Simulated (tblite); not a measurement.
# Cl2H2Li: the cost of one run

Computed with tblite 0.8.0 and PySCF 2.14.0; each step states its level. No surroundings beyond the atoms listed, unless a continuum is named. Atoms count from 0, parts from 1.

## 1. Starting point

5 atoms, charge 1, multiplicity 1; geometry: rigid parts in contact. Parts: 1 = atom 0, `[Li+]`, charge 1; 2 = atoms 1–2, `Cl`, charge 0; 3 = atoms 3–4, `Cl`, charge 0.

## 2. Docking the parts with GFN2-xTB

Job settings and geometry (Å):

```
{"job": {"kind": "dock", "xc": "GFN2-xTB", "basis": "xTB"}, "charge": 1, "multiplicity": 1, "parts": [{"atoms": "0-0", "charge": 1, "multiplicity": 1}, {"atoms": "1-2", "charge": 0, "multiplicity": 1}, {"atoms": "3-4", "charge": 0, "multiplicity": 1}]}
Li     0.327784    -0.592603     0.015775
Cl     1.355955    -1.245914    -1.738451
H      1.902248    -2.151734    -2.407013
Cl     1.450997    -0.511296     1.833249
H      1.855972    -0.624892     3.016509
```

With the program's defaults for keys left out, this is: GFN2-xTB search for minima from random contacts, gas phase.

Run with:

```console
$ OMP_NUM_THREADS=1 python cluster_run.py task.json out
```

One launch serves the whole session: the jobs run in the order shown.

Q: Estimate the wall time of this first job on 1 thread of Arm Neoverse V1, shared host.

About 1.9 s.
